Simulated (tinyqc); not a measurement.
Worked calculation: G0W0 on RHF in the sto-3g basis, for H2O, spin multiplicity 1. Computed by tinyqc, a small Python program that keeps every step (integrals from PySCF). Settings: charge = 0, multiplicity = 1, basis = sto-3g, method = RHF, energy threshold = 1e-10, iteration cap = 59, orthogonalisation = canonical, start = core, DIIS depth = 6. Command: `OMP_NUM_THREADS=1 python tinyqc.py 29958 29959 out.jsonl` (the two numbers bound the seeds that draw the settings). One thread of a shared host (Intel(R) Xeon(R) Processor @ 2.60GHz), about 0.06 s of CPU time with the checks. The early iterations of the SCF are left out here.

## One-electron integrals

Geometry (angstrom):
```
atom         x          y         z
O     0.000000   0.000000  0.000000
H     0.000000   0.853000  0.718000
H     0.000000  -0.853000  0.718000
```

Basis sto-3g: exponents (1/bohr^2) and contraction coefficients of normalised primitives:
```
element  l (shell)    exponent  coefficient
O            s (1)  130.709320     0.154329
O            s (1)   23.808861     0.535328
O            s (1)    6.443608     0.444635
O            s (2)    5.033151    -0.099967
O            s (2)    1.169596     0.399513
O            s (2)    0.380389     0.700115
O            p (3)    5.033151     0.155916
O            p (3)    1.169596     0.607684
O            p (3)    0.380389     0.391957
H            s (1)    3.425251     0.154329
H            s (1)    0.623914     0.535328
H            s (1)    0.168855     0.444635
```

Overlap, kinetic and nuclear-attraction integrals over the contracted functions; the nuclear repulsion is the sum of Za Zb / Rab.

nuclear repulsion = 7.90404125 hartree

overlap S, lower triangle:
```
           1O 1s     1O 2s    1O 2px     1O 2py    1O 2pz     2H 1s     3H 1s
1O 1s   1.000000
1O 2s   0.236704  1.000000
1O 2px  0.000000  0.000000  1.000000
1O 2py  0.000000  0.000000  0.000000   1.000000
1O 2pz  0.000000  0.000000  0.000000   0.000000  1.000000
2H 1s   0.037063  0.377478  0.000000   0.256229  0.215677  1.000000
3H 1s   0.037063  0.377478  0.000000  -0.256229  0.215677  0.189560  1.000000
```

kinetic energy T (hartree), lower triangle:
```
            1O 1s     1O 2s    1O 2px     1O 2py    1O 2pz      2H 1s     3H 1s
1O 1s   29.003200
1O 2s   -0.168011  0.808128
1O 2px   0.000000  0.000000  2.528731
1O 2py   0.000000  0.000000  0.000000   2.528731
1O 2pz   0.000000  0.000000  0.000000   0.000000  2.528731
2H 1s   -0.008627  0.065569  0.000000   0.136103  0.114562   0.760032
3H 1s   -0.008627  0.065569  0.000000  -0.136103  0.114562  -0.002894  0.760032
```

nuclear attraction V (hartree), lower triangle:
```
             1O 1s      1O 2s     1O 2px     1O 2py     1O 2pz      2H 1s      3H 1s
1O 1s   -61.567687
1O 2s    -7.407766  -9.996711
1O 2px    0.000000   0.000000  -9.865537
1O 2py    0.000000   0.000000   0.000000  -9.967293
1O 2pz   -0.014736  -0.180572   0.000000   0.000000  -9.937633
2H 1s    -1.187764  -2.897349   0.000000  -1.728242  -1.504911  -5.259030
3H 1s    -1.187764  -2.897349   0.000000   1.728242  -1.504911  -1.094521  -5.259030
```

core Hamiltonian H = T + V (hartree), lower triangle:
```
             1O 1s      1O 2s     1O 2px     1O 2py     1O 2pz      2H 1s      3H 1s
1O 1s   -32.564487
1O 2s    -7.575777  -9.188583
1O 2px    0.000000   0.000000  -7.336806
1O 2py    0.000000   0.000000   0.000000  -7.438561
1O 2pz   -0.014736  -0.180572   0.000000   0.000000  -7.408901
2H 1s    -1.196390  -2.831779   0.000000  -1.592140  -1.390349  -4.498998
3H 1s    -1.196390  -2.831779   0.000000   1.592140  -1.390349  -1.097415  -4.498998
```

## Two-electron integrals

Functions are numbered as in S; the eight-fold symmetry (ij|kl) = (ji|kl) = (kl|ij) leaves the list below.

Two-electron integrals (ij|kl) in chemists' order, unique and non-zero (hartree):
```
(11|11) 4.785065    (21|11) 0.741380    (21|21) 0.136873    (22|11) 1.118947
(22|21) 0.256633    (22|22) 0.817206    (31|31) 0.024477    (32|31) 0.037809
(32|32) 0.180518    (33|11) 1.115814    (33|21) 0.256684    (33|22) 0.817023
(33|33) 0.880159    (41|41) 0.024477    (42|41) 0.037809    (42|42) 0.180518
(43|43) 0.047444    (44|11) 1.115814    (44|21) 0.256684    (44|22) 0.817023
(44|33) 0.785270    (44|44) 0.880159    (51|51) 0.024477    (52|51) 0.037809
(52|52) 0.180518    (53|53) 0.047444    (54|54) 0.047444    (55|11) 1.115814
(55|21) 0.256684    (55|22) 0.817023    (55|33) 0.785270    (55|44) 0.785270
(55|55) 0.880159    (61|11) 0.117495    (61|21) 0.021525    (61|22) 0.040156
(61|33) 0.040077    (61|41) 0.000755    (61|42) 0.001421    (61|44) 0.040219
(61|51) 0.000635    (61|52) 0.001196    (61|54) 0.000119    (61|55) 0.040177
(61|61) 0.003429    (62|11) 0.304903    (62|21) 0.070891    (62|22) 0.252267
(62|33) 0.247837    (62|41) 0.004078    (62|42) 0.032025    (62|44) 0.255470
(62|51) 0.003433    (62|52) 0.026957    (62|54) 0.006426    (62|55) 0.253245
(62|61) 0.011384    (62|62) 0.098925    (63|31) 0.007182    (63|32) 0.042660
(63|43) 0.006537    (63|53) 0.005503    (63|63) 0.013617    (64|11) 0.174199
(64|21) 0.041003    (64|22) 0.155775    (64|33) 0.148817    (64|41) 0.009238
(64|42) 0.061236    (64|44) 0.166352    (64|51) 0.001731    (64|52) 0.015636
(64|54) 0.009257    (64|55) 0.151977    (64|61) 0.006856    (64|62) 0.074241
(64|64) 0.068693    (65|11) 0.146629    (65|21) 0.034514    (65|22) 0.131121
(65|33) 0.125264    (65|41) 0.001731    (65|42) 0.015636    (65|44) 0.129019
(65|51) 0.008639    (65|52) 0.055822    (65|54) 0.009698    (65|55) 0.138930
(65|61) 0.005771    (65|62) 0.062491    (65|64) 0.046359    (65|65) 0.052639
(66|11) 0.464993    (66|21) 0.109851    (66|22) 0.449898    (66|33) 0.432277
(66|41) 0.007719    (66|42) 0.084996    (66|44) 0.462889    (66|51) 0.006497
(66|52) 0.071544    (66|54) 0.025767    (66|55) 0.453966    (66|61) 0.017767
(66|62) 0.228723    (66|64) 0.195877    (66|65) 0.164877    (66|66) 0.774606
(71|11) 0.117495    (71|21) 0.021525    (71|22) 0.040156    (71|33) 0.040077
(71|41) -0.000755   (71|42) -0.001421   (71|44) 0.040219    (71|51) 0.000635
(71|52) 0.001196    (71|54) -0.000119   (71|55) 0.040177    (71|61) 0.003379
(71|62) 0.011044    (71|64) 0.006113    (71|65) 0.005603    (71|66) 0.017096
(71|71) 0.003429    (72|11) 0.304903    (72|21) 0.070891    (72|22) 0.252267
(72|33) 0.247837    (72|41) -0.004078   (72|42) -0.032025   (72|44) 0.255470
(72|51) 0.003433    (72|52) 0.026957    (72|54) -0.006426   (72|55) 0.253245
(72|61) 0.011044    (72|62) 0.079524    (72|64) 0.041379    (72|65) 0.048852
(72|66) 0.149416    (72|71) 0.011384    (72|72) 0.098925    (73|31) 0.007182
(73|32) 0.042660    (73|43) -0.006537   (73|53) 0.005503    (73|63) 0.010571
(73|73) 0.013617    (74|11) -0.174199   (74|21) -0.041003   (74|22) -0.155775
(74|33) -0.148817   (74|41) 0.009238    (74|42) 0.061236    (74|44) -0.166352
(74|51) -0.001731   (74|52) -0.015636   (74|54) 0.009257    (74|55) -0.151977
(74|61) -0.006113   (74|62) -0.041379   (74|64) -0.011423   (74|65) -0.024910
(74|66) -0.070421   (74|71) -0.006856   (74|72) -0.074241   (74|74) 0.068693
(75|11) 0.146629    (75|21) 0.034514    (75|22) 0.131121    (75|33) 0.125264
(75|41) -0.001731   (75|42) -0.015636   (75|44) 0.129019    (75|51) 0.008639
(75|52) 0.055822    (75|54) -0.009698   (75|55) 0.138930    (75|61) 0.005603
(75|62) 0.048852    (75|64) 0.024910    (75|65) 0.040139    (75|66) 0.100177
(75|71) 0.005771    (75|72) 0.062491    (75|74) -0.046359   (75|75) 0.052639
(76|11) 0.107879    (76|21) 0.025338    (76|22) 0.098628    (76|33) 0.096182
(76|44) 0.098000    (76|51) 0.001869    (76|52) 0.017818    (76|55) 0.101593
(76|61) 0.004031    (76|62) 0.039020    (76|64) 0.025429    (76|65) 0.027721
(76|66) 0.095988    (76|71) 0.004031    (76|72) 0.039020    (76|74) -0.025429
(76|75) 0.027721    (76|76) 0.019533    (77|11) 0.464993    (77|21) 0.109851
(77|22) 0.449898    (77|33) 0.432277    (77|41) -0.007719   (77|42) -0.084996
(77|44) 0.462889    (77|51) 0.006497    (77|52) 0.071544    (77|54) -0.025767
(77|55) 0.453966    (77|61) 0.017096    (77|62) 0.149416    (77|64) 0.070421
(77|65) 0.100177    (77|66) 0.307157    (77|71) 0.017767    (77|72) 0.228723
(77|74) -0.195877   (77|75) 0.164877    (77|76) 0.095988    (77|77) 0.774606
```

## Orthogonalisation

S = U s U^T; canonical form X = U s^(-1/2), so that X^T S X = 1. Each column of U has its largest component positive (the first on a tie).

eigenvalues of S: 0.443454  0.530668  0.882632  1.000000  1.105243  1.279772  1.758232

X:
```
                1          2          3         4          5          6         7
1O 1s   -0.349676   0.000000   0.728862  0.000000   0.618832   0.000000  0.174652
1O 2s    1.024307   0.000000  -0.304671  0.000000   0.321854   0.000000  0.438647
1O 2px   0.000000   0.000000   0.000000  1.000000   0.000000   0.000000  0.000000
1O 2py   0.000000   0.838919   0.000000  0.000000   0.000000   0.699685  0.000000
1O 2pz   0.500276   0.000000   0.665789  0.000000  -0.611343   0.000000  0.219474
2H 1s   -0.645473  -0.768321  -0.181157  0.000000  -0.149157   0.381988  0.385791
3H 1s   -0.645473   0.768321  -0.181157  0.000000  -0.149157  -0.381988  0.385791
```

## Iteration 8 (converged): orbitals

converged F (hartree), lower triangle:
```
             1O 1s      1O 2s     1O 2px     1O 2py     1O 2pz      2H 1s      3H 1s
1O 1s   -20.261854
1O 2s    -5.164802  -2.411128
1O 2px    0.000000   0.000000  -0.390401
1O 2py    0.000000   0.000000   0.000000  -0.227413
1O 2pz   -0.025091  -0.072703   0.000000   0.000000  -0.269945
2H 1s    -0.824039  -0.782180   0.000000  -0.346019  -0.332241  -0.407352
3H 1s    -0.824039  -0.782180   0.000000   0.346019  -0.332241  -0.256112  -0.407352
```

Diagonalise F' = X^T F X, C = X C', fill 5 alpha and 5 beta electrons from the bottom; D = 2 C_occ C_occ^T. Each column has its largest component positive (the first on a tie).

F' = X^T F X (hartree), lower triangle:
```
           1         2          3          4          5          6          7
1  -0.239808
2   0.000000  0.553509
3   2.222837  0.000000  -8.429130
4   0.000000  0.000000   0.000000  -0.390401
5   1.796242  0.000000  -8.718171   0.000000  -9.816046
6   0.000000  0.105548   0.000000   0.000000   0.000000  -0.525393
7   0.489287  0.000000  -3.850839   0.000000  -4.360362   0.000000  -2.963839
```

orbital energies (hartree): MO1 -20.270081, MO2 -1.208377, MO3 -0.535621, MO4 -0.443596, MO5 -0.390401, MO6 0.473231, MO7 0.563738

coefficients C:
```
              MO1        MO2        MO3        MO4       MO5        MO6        MO7
1O 1s    0.994470  -0.239736   0.000000   0.094184  0.000000  -0.107959   0.000000
1O 2s    0.023854   0.890595   0.000000  -0.480364  0.000000   0.643080   0.000000
1O 2px   0.000000   0.000000   0.000000   0.000000  1.000000   0.000000   0.000000
1O 2py   0.000000   0.000000   0.615502   0.000000  0.000000   0.000000   0.902497
1O 2pz   0.003128   0.084200   0.000000   0.732845  0.000000   0.755844   0.000000
2H 1s   -0.004441   0.141593   0.454318   0.337789  0.000000  -0.697400  -0.727892
3H 1s   -0.004441   0.141593  -0.454318   0.337789  0.000000  -0.697400   0.727892
```

D after iteration 8, lower triangle:
```
            1O 1s      1O 2s    1O 2px     1O 2py    1O 2pz      2H 1s     3H 1s
1O 1s    2.110629
1O 2s   -0.470056   2.048958
1O 2px   0.000000   0.000000  2.000000
1O 2py   0.000000   0.000000  0.000000   0.757686
1O 2pz   0.103895  -0.553939  0.000000   0.000000  1.088322
2H 1s   -0.013094  -0.072532  0.000000   0.559267  0.518910   0.681148
3H 1s   -0.013094  -0.072532  0.000000  -0.559267  0.518910  -0.144470  0.681148
```

## Convergence

Stop when the energy changes by less than 1e-10 hartree and every element of the error matrix X^T (F D S - S D F) X is below 3e-06.

Course of the cycle:
```
iteration   E (hartree)     change  largest element of the error matrix
1          -73.28222073          -                             7.75e-01
2          -74.79274119  -1.51e+00                             4.01e-01
3          -74.93416726  -1.41e-01                             5.89e-02
4          -74.93764968  -3.48e-03                             1.52e-02
5          -74.93785809  -2.08e-04                             3.56e-03
6          -74.93788682  -2.87e-05                             4.35e-04
7          -74.93788704  -2.24e-07                             2.93e-06
8          -74.93788704  -1.21e-11                             1.07e-07
```

PySCF RHF in the same basis = -74.93788704 hartree

Converged in 8 iterations.

## Integrals over molecular orbitals

(pq|rs) = sum C_ip C_jq C_kr C_ls (ij|kl), one index at a time.

one-electron integrals over orbitals h = C^T H C (hartree), lower triangle:
```
            1          2          3          4          5          6          7
1  -32.547979
2    0.568781  -7.560272
3    0.000000   0.000000  -6.003111
4   -0.211034   0.533439   0.000000  -6.545684
5    0.000000   0.000000   0.000000   0.000000  -7.336806
6    0.247137  -1.199630   0.000000  -1.340680   0.000000  -5.325964
7    0.000000   0.000000  -1.761269   0.000000   0.000000   0.000000  -5.479579
```

Two-electron integrals over orbitals (pq|rs), unique and non-zero (hartree):
```
(11|11) 4.746902    (21|11) -0.429307   (21|21) 0.061367    (22|11) 1.021030
(22|21) -0.015285   (22|22) 0.724717    (31|31) 0.010801    (32|31) 0.016975
(32|32) 0.129744    (33|11) 0.764813    (33|21) -0.004775   (33|22) 0.616245
(33|33) 0.593815    (41|11) 0.167148    (41|21) -0.022068   (41|22) 0.012509
(41|33) 0.005620    (41|41) 0.023963    (42|11) -0.150303   (42|21) 0.008145
(42|22) -0.024932   (42|33) 0.003632    (42|41) 0.017879    (42|42) 0.129534
(43|31) -0.002696   (43|32) 0.027090    (43|43) 0.056591    (44|11) 0.925342
(44|21) -0.011122   (44|22) 0.657064    (44|33) 0.564926    (44|41) -0.008403
(44|42) -0.091756   (44|44) 0.694016    (51|51) 0.025960    (52|51) 0.033241
(52|52) 0.150554    (53|53) 0.026544    (54|51) -0.012052   (54|52) -0.044666
(54|54) 0.048125    (55|11) 1.115359    (55|21) -0.012150   (55|22) 0.754851
(55|33) 0.602694    (55|41) 0.004713    (55|42) -0.081527   (55|44) 0.685811
(55|55) 0.880159    (61|11) -0.193179   (61|21) 0.029486    (61|22) -0.001720
(61|33) 0.000758    (61|41) 0.003130    (61|42) 0.021003    (61|44) -0.015652
(61|55) -0.005239   (61|61) 0.025961    (62|11) 0.263408    (62|21) -0.005918
(62|22) 0.130997    (62|33) 0.067438    (62|41) 0.018482    (62|42) 0.032592
(62|44) 0.059939    (62|55) 0.139711    (62|61) 0.010766    (62|62) 0.095231
(63|31) 0.002758    (63|32) -0.034188   (63|43) -0.037281   (63|63) 0.072312
(64|11) 0.274810    (64|21) -0.003708   (64|22) 0.128776    (64|33) 0.050173
(64|41) 0.000606    (64|42) -0.053229   (64|44) 0.132405    (64|55) 0.152577
(64|61) -0.002421   (64|62) 0.058315    (64|64) 0.101221    (65|51) 0.012806
(65|52) 0.050289    (65|54) 0.005956    (65|65) 0.034353    (66|11) 0.789262
(66|21) -0.007564   (66|22) 0.596941    (66|33) 0.550297    (66|41) 0.017625
(66|42) 0.045912    (66|44) 0.546372    (66|55) 0.581265    (66|61) 0.009052
(66|62) 0.093718    (66|64) 0.054913    (66|66) 0.584295    (71|31) 0.014289
(71|32) 0.021437    (71|43) -0.003623   (71|63) 0.003127    (71|71) 0.018932
(72|31) 0.014816    (72|32) 0.054295    (72|43) -0.031356   (72|63) 0.030090
(72|71) 0.018769    (72|72) 0.067786    (73|11) 0.370120    (73|21) -0.007004
(73|22) 0.163603    (73|33) 0.088971    (73|41) -0.000290   (73|42) -0.079918
(73|44) 0.138543    (73|55) 0.202609    (73|61) -0.005768   (73|62) 0.067131
(73|64) 0.104187    (73|66) 0.045648    (73|73) 0.161655    (74|31) -0.008338
(74|32) -0.073258   (74|43) -0.014975   (74|63) 0.054369    (74|71) -0.011045
(74|72) -0.016562   (74|74) 0.072498    (75|53) 0.023843    (75|75) 0.024694
(76|31) 0.007400    (76|32) 0.083804    (76|43) 0.062594    (76|63) -0.063609
(76|71) 0.009567    (76|72) -0.005363   (76|74) -0.061217   (76|76) 0.110634
(77|11) 0.829184    (77|21) -0.008669   (77|22) 0.605348    (77|33) 0.580975
(77|41) 0.003802    (77|42) -0.016825   (77|44) 0.574230    (77|55) 0.604705
(77|61) -0.003347   (77|62) 0.059860    (77|64) 0.050208    (77|66) 0.550081
(77|73) 0.091645    (77|77) 0.592115
```

## Screening: direct RPA

With D = e_a - e_i and K = (ia|jb): diagonalise D^(1/2) (D + 4K) D^(1/2) = Z w^2 Z^T; X + Y = D^(1/2) Z w^(-1/2), each column of Z with its largest component positive (the first on a tie); E_c = (sum w - tr (D + 2K)) / 2.

D^(1/2) (D + 4K) D^(1/2) (hartree^2), lower triangle:
```
            1>6         1>7       2>6        2>7       3>6       3>7       4>6       4>7
1>6  432.439052
1>7    0.000000  435.625708
2>6    0.254346    0.000000  3.468369
2>7    0.000000    0.456164  0.000000   3.620887
3>6    0.000000    0.057338  0.000000   0.160930  1.309590
3>7   -0.110174    0.000000  0.365101   0.000000  0.000000  1.919458
4>6   -0.042235    0.000000  0.289631   0.000000  0.000000  0.418395  1.211778
4>7    0.000000   -0.202401  0.000000  -0.088511  0.219237  0.000000  0.000000  1.306841
5>6    0.000000    0.000000  0.000000   0.000000  0.000000  0.000000  0.000000  0.000000
5>7    0.000000    0.000000  0.000000   0.000000  0.000000  0.000000  0.000000  0.000000

          5>6       5>7
5>6  0.864532
5>7  0.000000  1.004625
```

excitation energies w (hartree): 0.929802  1.002310  1.006190  1.037635  1.235390  1.406049  1.900008  1.906268  20.795173  20.871662

X + Y:
```
            1         2          3          4          5          6          7          8
1>6  0.000000  0.000000   0.000068   0.000000   0.000000   0.001662  -0.001614   0.000000
1>7  0.000000  0.000000   0.000000  -0.001559   0.001085   0.000000   0.000000  -0.003559
2>6  0.000000  0.000000  -0.062049   0.000000   0.000000  -0.315395   0.899667   0.000000
2>7  0.000000  0.000000   0.000000  -0.090425  -0.028693   0.000000   0.000000   0.961582
3>6  0.000000  0.000000   0.000000   0.698856   0.634701   0.000000   0.000000   0.048046
3>7  0.000000  0.000000  -0.420600   0.000000   0.000000   0.779783   0.186936   0.000000
4>6  0.000000  0.000000   0.872671   0.000000   0.000000   0.301203   0.110014   0.000000
4>7  0.000000  0.000000   0.000000  -0.691726   0.642410   0.000000   0.000000  -0.022984
5>6  0.963760  0.000000   0.000000   0.000000   0.000000   0.000000   0.000000   0.000000
5>7  0.000000  0.975674   0.000000   0.000000   0.000000   0.000000   0.000000   0.000000

             9         10
1>6   0.998752   0.000000
1>7   0.000000   0.999092
2>6   0.000169   0.000000
2>7   0.000000   0.000308
3>6   0.000000   0.000029
3>7  -0.000059   0.000000
4>6  -0.000021   0.000000
4>7   0.000000  -0.000102
5>6   0.000000   0.000000
5>7   0.000000   0.000000
```

RPA correlation energy = -0.06989487 hartree

## G0W0 on Hartree-Fock: HOMO

W(p,q,m) = sqrt2 sum_ia (pq|ia) (X+Y)_ia,m; Sigma_c(x) = sum_(i,m) W^2/(x - e_i + w_m) + sum_(a,m) W^2/(x - e_a - w_m); solve x = e_p + Sigma_c(x) by Newton steps; Z = 1/(1 - dSigma/dx); 1 hartree = 27.211386 eV.

The 12 largest terms at x = e_p (hartree; W for the signs of X + Y given):
```
q  m          W       term
5  6   0.226097   0.036357
5  7   0.255071   0.034243
5  3   0.055525   0.003064
2  1   0.068542   0.002688
6  1   0.046822  -0.001222
3  2   0.032899   0.000943
7  2   0.034073  -0.000593
4  1   0.008118   0.000067
1  1   0.017454   0.000015
5  9  -0.007388   2.62e-06
```

Newton steps (hartree):
```
step          x  Sigma_c(x)         Z
0     -0.390401    0.075564  0.952073
1     -0.318459    0.072100  0.955969
2     -0.318308    0.072093  0.955977
3     -0.318308    0.072093  0.955977
```

quasiparticle energy of the HOMO = -8.661594 eV

Hartree-Fock value = -10.623343 eV

## G0W0 on Hartree-Fock: LUMO

As before.

The 12 largest terms at x = e_p (hartree; W for the signs of X + Y given):
```
q  m          W       term
6  7   0.139831  -0.010291
7  5  -0.112479  -0.009542
4  6   0.131995   0.007501
2  7   0.147960   0.006112
3  5   0.113086   0.005698
4  7   0.117493   0.004901
4  3   0.057831   0.001739
5  1   0.046822   0.001222
6  3   0.032396  -0.001043
2  6   0.056419   0.001031
6  6   0.031950  -0.000726
3  8   0.044049   0.000666
```

Newton steps (hartree):
```
step         x  Sigma_c(x)         Z
0     0.473231    0.007567  0.974957
1     0.480608    0.007377  0.974886
2     0.480608    0.007377  0.974886
```

quasiparticle energy of the LUMO = 13.078010 eV

Hartree-Fock value = 12.877258 eV
